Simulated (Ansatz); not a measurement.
A made-up structure of SiNH4S (charge -1), singlet:

```csv
atom,x (Å),y (Å),z (Å)
N1,-1.0526,-0.4054,-1.2181
Si2,1.7787,-0.4099,0.6859
S3,-0.0973,0.4829,-0.2243
H4,-1.6865,-1.0520,-0.7602
H5,0.5401,1.4947,-0.8721
H6,-0.6166,1.0428,0.9011
H7,1.0909,-1.3763,1.4667
```

It is relaxed with PBE-D4/def2-SVPD and then PBE0-D4/def2-TZVPD (Ansatz 0.2.0). Atoms count as bonded within 1.22 times the sum of their covalent radii (H–H: 0.88 Å). The end point is not checked to be a true minimum.

(1) Does its bonding change? (Judge from chemistry; the calculation decides.)

Answers

(1) The calculation gives: No: no bond forms or breaks.

Where it ends: The first stage lowers the energy by 1.33 eV in 22 steps. It ends as SiNH₄S ([NH][SH2][SiH]), total charge -1:
N1  (-1.121, -0.106, -1.274)
Si2  (1.534, -1.069, 0.415)
S3  (-0.033, 0.279, -0.186)
H4  (-1.283, -1.100, -1.095)
H5  (0.120, 1.553, -0.741)
H6  (-0.436, 0.837, 1.017)
H7  (1.176, -0.619, 1.841)
(Å)

Labels in which every atom is bracketed show which atoms are joined, not bond orders.

For scale, one of the runs: PBE0-D4/def2-TZVPD relaxation, 162 basis functions, launched by `ansatz run in.yaml --threads 2 --pin off --events-out ev --progress --plain --max-ram 4352MiB`. Hardware: 2 CPU threads of an Arm Neoverse V2, shared host. Wall time about 28 s.
